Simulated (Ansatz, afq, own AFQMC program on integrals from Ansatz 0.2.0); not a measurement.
AFQMC on a folder of integrals that Ansatz 0.2.0 wrote.

```yaml
crystal:
  periodic: [false, false, false]
  atoms:
    - {symbol: Si, position_ang: [-0.049450, 0.000000, 1.015649]}
    - {symbol: Al, position_ang: [0.026755, 0.000000, -1.185953]}
    - {symbol: H, position_ang: [0.330835, -1.044282, 1.723228]}
    - {symbol: H, position_ang: [0.330835, 1.044282, 1.723228]}
basis:
  gaussian: {orbitals: cc-pVDZ}
magnetization: {spin_polarized: true, initial_magnetization: 1}
correlation: {method: ccsd_t, electrons: outside_noble_gas, hamiltonian_folder: ham}
```

```sh
$ ansatz run in.yaml --threads 1 --pin off --events-out ev --progress --plain --max-ram 1382MiB
```

afq runs on the folder ham with

```
--method free --trial cisd --walkers 60 --time-step 0.03 --max-blocks 80 --target-error 0.00036 --factor-cut 1e-05 --seed 2617 --times 0,0.3,0.6,1.2,1.8,2.4,3.6,4.8,6 --taylor-order 8
```

Times are imaginary, in 1/Eh. The walk had a cap of 1011 s.

Log:

```
orbitals 36  electrons 5 4  factors 273 of 451
reference energy -531.90470508 Eh
CCSD correlation -0.16628925 Eh in 18 cycles, weight of the determinant in the CISD state 0.8181
repeat  energy at the last time / Eh  error
    10  -532.076103  0.001577
    20  -532.078054  0.001244
    30  -532.077961  0.000952
    40  -532.078013  0.000875
    50  -532.076632  0.001071
    60  -532.076729  0.000925
    70  -532.076838  0.000815
    80  -532.077124  0.000762
time / (1/Eh)  energy / Eh  error  mean overlap
  0.00  -532.070894  0.000124  1.2212
  0.30  -532.073589  0.000179  1.2174
  0.60  -532.074989  0.000167  1.2154
  1.20  -532.076160  0.000214  1.2248
  1.80  -532.076970  0.000284  1.2159
  2.40  -532.077056  0.000307  1.2193
  3.60  -532.077276  0.000359  1.2274
  4.80  -532.077905  0.000551  1.2247
  6.00  -532.077124  0.000762  1.2579
energy -532.077124 +/- 0.000762 Eh
```

The run passed its tests (error under three times the target), which doesn't prove that it has relaxed.

Against this walk (error 20.7 meV) on the same determinant: CCSD(T) 31.7 meV higher (within the noise), CCSDT(Q) 17.5 meV lower (within the noise). The error is statistical, and a free projection of finite length keeps a remainder of its start. The determinant has ⟨S²⟩ = 1.02, so the low cluster orders mix in higher spin, and so can this walk. None of these is a sure reference here. The last points scatter (meV from the last: 4 ± 8 at 1.80, 2 ± 8 at 2.40, -4 ± 10 at 3.60, -21 ± 15 at 4.80, 0 ± 21 at 6.00); the last is the one printed as the energy, and the gaps above move with that scatter.

Cautions: remainder of the start not in the error; start is not spin pure; error above the target (20.7 against 9.8 meV); higher spins were not checked; strong correlation (T1 0.055, weight of the determinant 0.82, largest double 0.09); unrestricted determinant spin contaminated (⟨S²⟩ 1.02 against 0.75).

The walk took 10 min on 1 thread of Intel(R) Xeon(R) Processor @ 2.50GHz (Skylake/Cascade Lake) (shared host). The log's last line is the free-projection energy.

CCSDT and higher add their correlation energy to the determinant of the CCSD(T) run, since their own runs factorise the integrals more tightly (a shift of under 2 meV). A walk keeps the symmetry of its determinant, which the program's search chose and which needn't be the lowest solution, so a lower state of the same spin and another symmetry isn't excluded.
